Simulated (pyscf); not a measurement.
Optimised with ωB97X-D3(BJ)/def2-SVP in PySCF. Correlated levels are frozen-core, on RHF or UHF. ΔMP2 is the change of the MP2 total energy from the triple- to the quadruple-zeta basis.

Question: Estimate by transition-state theory (the high-pressure limit) the rate constant of cyclic C₃H₄F₂ (SMILES FC1(F)CC1) → difluorocarbene (F–C:–F) [singlet] + ethylene (H₂C=CH₂) (singlet surface; C–C, C–C broken, none formed) at 600 K, with CCSD(T)/def2-TZVPP + ΔMP2(QZVPP) energies (ideal gas, 1 atm, RRHO with modes under 100 cm⁻¹ raised to 100, one conformer, R ln 2 for rigid chiral ones; no tunnelling).

Answer: The electronic barrier is 59.8 kcal/mol and the thermal terms add -6.0, so ΔG‡ = 53.7 kcal/mol. With k_BT/h = 1.25e+13 s⁻¹ and RT = 1.192 kcal/mol, k = 3.4e-07 s⁻¹, a half-life of 2.0e+06 s through this channel alone. Wigner's tunnelling factor for 506i cm⁻¹ would be 1.06. A shift of 1 kcal/mol in the barrier changes k by a factor 2.3. cyclic C₃H₄F₂ (SMILES FC1(F)CC1) lies 9.0 kcal/mol over its isomer H₂C=CH–CH(F)–F, and others may lie lower still (electronic energy, ωB97M-D3(BJ)). This is the saddle that the search found; another between the same sides may lie lower. One closed-shell reference is unstable to symmetry breaking; treat the single-reference values with care. The CCSD(T) − MP2 part came from Ansatz, without density fitting, on the same reference.
